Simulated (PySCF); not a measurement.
`C[C@@H]1S[C@H]1C`, C4H8S

Molfile (atoms numbered from 1):
```
C4H8S
     RDKit          3D

 13 13  0  0  0  0  0  0  0  0999 V2000
    1.5439    1.1297   -0.0328 C   0  0  0  0  0  0  0  0  0  0  0  0
    0.7487   -0.1407    0.0134 C   0  0  2  0  0  0  0  0  0  0  0  0
    0.3610   -0.9824   -1.5461 S   0  0  0  0  0  0  0  0  0  0  0  0
   -0.6898   -0.1509   -0.3233 C   0  0  1  0  0  0  0  0  0  0  0  0
   -1.6621   -0.9730    0.4686 C   0  0  0  0  0  0  0  0  0  0  0  0
    1.4193    1.6883    0.9005 H   0  0  0  0  0  0  0  0  0  0  0  0
    1.2156    1.7578   -0.8627 H   0  0  0  0  0  0  0  0  0  0  0  0
    2.6080    0.9242   -0.1631 H   0  0  0  0  0  0  0  0  0  0  0  0
    1.0381   -0.8375    0.7969 H   0  0  0  0  0  0  0  0  0  0  0  0
   -1.0785    0.7964   -0.6904 H   0  0  0  0  0  0  0  0  0  0  0  0
   -1.2113   -1.9223    0.7628 H   0  0  0  0  0  0  0  0  0  0  0  0
   -2.5604   -1.1895   -0.1126 H   0  0  0  0  0  0  0  0  0  0  0  0
   -1.9656   -0.4339    1.3719 H   0  0  0  0  0  0  0  0  0  0  0  0
  1  2  1  0
  2  3  1  0
  3  4  1  0
  4  5  1  0
  4  2  1  0
  1  6  1  0
  1  7  1  0
  1  8  1  0
  2  9  1  1
  4 10  1  6
  5 11  1  0
  5 12  1  0
  5 13  1  0
M  END
```

The calculation used TDDFT CAM-B3LYP/def2-TZVPD excited states, vertical, gas phase in PySCF. Geometry: PBE0-D3(BJ)/def2-TZVP.

**Question.** Give the one- and two-photon strengths of the lowest singlets.

**Answer.** δ for parallel linear polarisation; σ at the peak of a Lorentzian of half width 0.1 eV, single beam; Ω is circular over linear.
```
state  E (eV)      f  photon λ (nm)  δ (au)  σ (GM)     Ω                                  main
   S1    4.77  0.000            520     5.8    0.05  1.11      HOMO→LUMO 0.70, HOMO→LUMO+4 0.17
   S2    6.07  0.034            409      99    1.34  1.50    HOMO→LUMO+2 0.72, HOMO→LUMO+1 0.17
   S3    6.27  0.017            396    27.7    0.40  1.50    HOMO→LUMO+1 0.72, HOMO→LUMO+2 0.12
   S4    6.46  0.038            384     173    2.64  0.49    HOMO→LUMO+3 0.51, HOMO→LUMO+4 0.32
   S5    6.81  0.000            364     291    4.94  0.40    HOMO→LUMO+3 0.45, HOMO→LUMO+4 0.28
   S6    7.34  0.036            338      13    0.26  1.50  HOMO−2→LUMO 0.69, HOMO−2→LUMO+4 0.09
```

Among these, the strongest one-photon state is S4, the strongest two-photon state S5, with a dipole change of 1.3 D (relaxed, norm of the difference vector).
